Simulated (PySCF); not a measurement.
Compound: difluorophosphane, F2HP.
SMILES: `FPF`

All values: CAM-B3LYP/def2-SVPD (PySCF, non-relativistic), on one gas-phase PBE0-D3(BJ)/def2-SVP geometry that isn't relaxed in the solvent. The solvent is an IEF-PCM continuum (Bondi radii, 1.10 Å for H, scaled by 1.2), and excitations are vertical TDDFT with non-equilibrium linear response and a frozen core. Only the electrostatic response of the medium enters.

Gas-phase singlets (H = HOMO, L = LUMO):

```tsv
state	E (eV)	λ (nm)	f	leading configurations
S1	5.954	208	0.033	H→L 98%
S2	6.702	185	0.092	H→L+1 94%
S3	7.937	156	0.135	H→L+2 96%
S4	9.830	126	0.069	H→L+3 90%
S5	10.021	124	0.054	H-1→L 80%, H-2→L+1 13%
```

Question: Give the list for cyclohexane (ε = 2.017), n² = 2.04.

Answer: 
```json
{"state": "S1", "E (eV)": "5.917", "λ (nm)": "210", "f": "0.041", "leading configurations": "H→L 98%", "change by rank (eV)": "-0.037"}
{"state": "S2", "E (eV)": "6.597", "λ (nm)": "188", "f": "0.120", "leading configurations": "H→L+1 96%", "change by rank (eV)": "-0.105"}
{"state": "S3", "E (eV)": "7.891", "λ (nm)": "157", "f": "0.160", "leading configurations": "H→L+2 96%", "change by rank (eV)": "-0.046"}
{"state": "S4", "E (eV)": "9.706", "λ (nm)": "128", "f": "0.096", "leading configurations": "H→L+3 93%", "change by rank (eV)": "-0.124"}
{"state": "S5", "E (eV)": "10.043", "λ (nm)": "123", "f": "0.084", "leading configurations": "H-1→L 83%, H-2→L+1 10%", "change by rank (eV)": "+0.022"}
```

Question: Give the list for chloroform (ε = 4.711), n² = 2.09.

Answer: 
```tsv
state	E (eV)	λ (nm)	f	leading configurations	change by rank (eV)
S1	5.941	209	0.041	H→L 98%	-0.013
S2	6.593	188	0.121	H→L+1 96%	-0.109
S3	7.937	156	0.160	H→L+2 95%	0.000
S4	9.632	129	0.104	H→L+3 93%	-0.198
S5	10.086	123	0.089	H-1→L 83%, H-2→L+1 9%	+0.065
```

Question: How do the frontier levels move from gas to chloroform?

Answer: 
```
orbital  gas (eV)  solvent (eV)  change (eV)
 LUMO+2      1.83          2.15        +0.32
 LUMO+1      0.65          0.88        +0.23
   LUMO      0.33          0.62        +0.29
   HOMO     -9.65         -9.42        +0.23
 HOMO-1    -13.61        -13.42        +0.19
 HOMO-2    -13.98        -13.91        +0.07
 HOMO-3    -14.47        -14.39        +0.08
```

The HOMO–LUMO gap goes from 9.98 to 10.04 eV.
